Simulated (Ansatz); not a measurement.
Input file:

```yaml
crystal:
  periodic: [false, false, false]
  atoms:
    - {symbol: C, position_ang: [0.000000, 0.000000, 0.000000]}
    - {symbol: Ga, position_ang: [0.000000, 0.000000, 5.537000]}
basis:
  gaussian: {orbitals: cc-pVDZ}
total_charge: 1
magnetization: {spin_polarized: false}
correlation: {method: ccsdtq, electrons: outside_noble_gas}
```

```sh
$ ansatz run in.yaml --threads 1 --pin off --events-out ev --progress --plain --max-ram 2393MiB
```

The program prints:

```
723 factors; integrals over basis functions are off by at most 8.3e-8 eV
mean field evaluation 1: about -53350.0707 eV, gradient 7.5e0 eV
mean field evaluation 2: about -53350.0945 eV, gradient 7.2e0 eV
mean field evaluation 4: about -53350.3088 eV, gradient 3.7e-1 eV
mean field evaluation 8: about -53350.3101 eV, gradient 2.6e-3 eV
mean field evaluation 16: about -53350.3084 eV, gradient 5.4e-1 eV
mean field evaluation 32: about -53350.2512 eV, gradient 3.1e-1 eV
mean field evaluation 64: about -53350.3093 eV, gradient 1.6e-1 eV
mean field evaluation 96: about -53350.3101 eV, gradient 1.8e-6 eV
mean field evaluation 128: about -53348.7796 eV, gradient 1.7e1 eV
mean field -53350.31014130 eV, -1960.5877355539 hartree, gradient 1.8e-6 eV, S^2 0.000000; 9 other end points of the search recorded, 0 dependent functions left out; unrestricted orbitals would lower it
determinant -53350.31014130 eV, -1960.5877355539 hartree, with singles and doubles -53354.02686515 eV, -1960.7243226360 hartree
determinant -53350.19039863 eV, -1960.5833350920 hartree, with singles and doubles -53353.96114712 eV, -1960.7219075428 hartree
determinant -53350.31014130 eV, -1960.5877355539 hartree, with singles and doubles -53354.06371317 eV, -1960.7256767757 hartree
determinant -53350.19039863 eV, -1960.5833350920 hartree, with singles and doubles -53353.97449324 eV, -1960.7223980039 hartree
mean field evaluation 160: about -53350.2805 eV, gradient 2.4e0 eV
unrestricted determinant -53352.05776885 eV, -1960.6519596817 hartree, S^2 1.0116
15 core orbitals not correlated: weight in the atoms' cores, before any rotation towards them, 1.000 or more for the frozen orbitals, at most 0.000 for the correlated occupied ones
reference -53350.31014130 eV, -1960.5877355539 hartree; 3, 3 occupied and 23, 23 virtual orbitals, 723 factors
second order -2.43548131 eV of doubles, -0.00000000 eV of singles
...
cycle  34  -3.94563665 eV  change   -9.3e-9 eV  update   5.1e-6
cycle  35  -3.94563659 eV  change    6.1e-8 eV  update   8.1e-6
cycle  36  -3.94563660 eV  change   -7.1e-9 eV  update   9.8e-6
cycle  37  -3.94563661 eV  change   -1.1e-8 eV  update   4.8e-6
cycle  38  -3.94563657 eV  change    3.7e-8 eV  update   5.7e-6
cycle  39  -3.94563658 eV  change   -3.5e-9 eV  update   4.7e-6
cycle  40  -3.94563657 eV  change    3.9e-9 eV  update   1.3e-6
cycle  41  -3.94563655 eV  change    2.7e-8 eV  update   2.6e-6
cycle  42  -3.94563654 eV  change    5.1e-9 eV  update   1.5e-6
cycle  43  -3.94563651 eV  change    3.0e-8 eV  update   5.1e-7
Total energy: -53354.25577782 eV, -1960.7327350213 hartree
```

For the same geometry and basis full CI lies 0.0 meV lower. By full CI's occupations no single determinant describes the state well. RHF is unstable: UHF (⟨S²⟩ = 1.01) lies 1.75 eV below the lowest RHF solution. Higher spins weren't run at this geometry and may lie near or lower.

Ran on 1 thread of Arm Neoverse V2, shared host: 19 s wall, 0.13 GiB peak host memory.
